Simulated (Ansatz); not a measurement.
Basis-set extrapolation for `Clc1ccsc1` (PBE0-D4/def2-TZVP geometry, frozen core, Ansatz). Multiplicity 1, RHF reference.

```
                       def2-TZVPP    def2-QZVPP
                 HF  -1010.305901  -1010.336163
    MP2 correlation     -0.994879     -1.069797
CCSD(T) correlation     -1.082034       not run
```

Energies in hartree. Use E(X) = E(∞) + A·exp(−7.88·√X) for Hartree–Fock and E(X) = E(∞) + B·X^(−2.97) for correlation, with X = 3 and 4, and add CCSD(T) minus MP2 of the smaller set to the MP2 limit.

Task: What is the CCSD(T) energy at the basis-set limit?

Result: HF limit: -1010.336163 + (-0.030262) × 0.13774 = -1010.34033. MP2 limit: -1.069797 + (-0.074918) × 0.74074 = -1.12529. Higher-order term: -1.082034 − (-0.994879) = -0.08715. Total: -1011.55277 hartree, 432.8 kJ/mol below CCSD(T)/def2-TZVPP.
